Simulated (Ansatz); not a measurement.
# CPSi: the cost of one run

The runs use Ansatz 0.2.0, Gaussian basis; cc-pVTZ, core rule «outside noble gas», up to 11 orbitals frozen.

To be run: UHF; CCSD(T) on RHF; CCSD(T) on UHF; BCCD(T) on RHF; CCSDT(Q) on RHF; CCSDT(Q) on UHF; CASSCF and NEVPT2, 12 electrons in 12 orbitals.

5 further runs of the same task are left out: 5 set aside as unsound or not needed.

### 1 What is computed

The geometry is a PBE0/def2-TZVP stationary point (not a proven minimum) of the parent state, kept for this charge and spin.

3 atoms, charge 1, spin multiplicity 1.

Atoms are counted from 1 here; the program's logs count them from 0.

Bond lengths: P1–C2 1.580 Å, C2–Si3 1.754 Å. Angles: P1–C2–Si3 180.0°.

### 2 UHF

The input, in.yaml:

```yaml
crystal:
  periodic: [false, false, false]
  atoms:
    - {symbol: P, position_ang: [0.000000, 0.000000, -1.637933]}
    - {symbol: C, position_ang: [0.000000, 0.000000, -0.058233]}
    - {symbol: Si, position_ang: [0.000000, 0.000000, 1.696167]}
basis:
  gaussian: {orbitals: cc-pVTZ}
total_charge: 1
magnetization: {spin_polarized: true, initial_magnetization: 0}
hamiltonian: {xc: hf}
output: {orbitals: {seedname: orbitals}}
```

Launch:

```
> ansatz run in.yaml --threads 1 --pin off --events-out ev --progress --plain --max-ram 4096MiB --backend cpu
```

**Question.** How long does this run take on 1 thread of AMD EPYC 7R13, shared host, and how much memory does it need?

About 8 s, with a peak of 0.25 GiB.
